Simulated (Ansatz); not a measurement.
A run of Ansatz (development build ahead of 0.2.0) on singlet CH4O at this shape:

```xyz
6

C    -0.0186    0.6584    0.0190
O    -0.0576   -0.7510    0.0159
H    -1.1016    1.0086    0.0127
H     0.4211    1.0581    0.8713
H     0.4627    1.0755   -0.8967
H     0.8540   -1.0596   -0.0223
```

Its results:

| Property | Result |
| --- | --- |
| Converged | yes |
| Total energy | -114.94982 hartree |
| Spin squared of the determinant | 0.000 |

**Question.** Which input gives this output? Name the method, the orbitals and the basis set, and write the input.

**Answer.** RHF in def2-SVP. An unrestricted run that stays on the closed shell gives the same numbers.

```yaml
crystal:
  periodic: [false, false, false]
  atoms:
    - { symbol: C, position_ang: [-0.01856, 0.65842, 0.01904] }
    - { symbol: O, position_ang: [-0.05762, -0.75099, 0.01594] }
    - { symbol: H, position_ang: [-1.10161, 1.00857, 0.01274] }
    - { symbol: H, position_ang: [0.42108, 1.05812, 0.8713] }
    - { symbol: H, position_ang: [0.46274, 1.07553, -0.89671] }
    - { symbol: H, position_ang: [0.85396, -1.05964, -0.02231] }
basis:
  gaussian: { orbitals: def2-SVP }
hamiltonian:
  xc: hf
```
